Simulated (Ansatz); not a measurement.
A made-up structure of SiH$_{5}$S$_{2}$ (charge +1), closed shell:

```json
{"atom": "S1", "x (Å)": "-2.1108", "y (Å)": "0.4714", "z (Å)": "-0.3582"}
{"atom": "Si2", "x (Å)": "-0.0666", "y (Å)": "0.7606", "z (Å)": "-0.1122"}
{"atom": "S3", "x (Å)": "0.8491", "y (Å)": "-1.3688", "z (Å)": "0.1829"}
{"atom": "H4", "x (Å)": "-0.2976", "y (Å)": "0.8775", "z (Å)": "-1.5084"}
{"atom": "H5", "x (Å)": "0.7231", "y (Å)": "1.1603", "z (Å)": "-1.2899"}
{"atom": "H6", "x (Å)": "0.2615", "y (Å)": "1.4054", "z (Å)": "1.1700"}
{"atom": "H7", "x (Å)": "2.0523", "y (Å)": "-1.0196", "z (Å)": "0.6917"}
{"atom": "H8", "x (Å)": "0.3025", "y (Å)": "-1.6169", "z (Å)": "1.3922"}
```

It is relaxed with PBE-D4/def2-SVP and then PBE0-D4/def2-TZVP (Ansatz 0.2.0). Atoms count as bonded within 1.22 times the sum of their covalent radii (H–H: 0.88 Å). The end point is not checked to be a true minimum.

(1) Does its bonding change? (A judgement: the text doesn't fix the answer.)

Answers

(1) Computed: Yes. Formed: S1–H4; broken: Si2–H4.

Where it ends: The first stage lowers the energy by 3.63 eV in 18 steps. It ends as SiH₅S₂ ([SH][SiH2][SH2]), total charge +1:
S1  (-1.805, 0.698, -0.580)
Si2  (0.194, 0.853, -0.028)
S3  (0.969, -1.341, 0.192)
H4  (-1.529, 0.547, -1.891)
H5  (1.161, 1.307, -1.043)
H6  (0.363, 1.366, 1.342)
H7  (2.106, -1.100, 0.884)
H8  (0.254, -1.660, 1.292)
(Å)

Labels in which every atom is bracketed show which atoms are joined, not bond orders.

For scale, one of the runs: PBE0-D4/def2-TZVP relaxation, 141 basis functions, launched by `ansatz run in.yaml --threads 2 --pin off --events-out ev --progress --plain --max-ram 4352MiB`. The run took about 21 s on 2 CPU threads of an Arm Neoverse V1 (shared host).
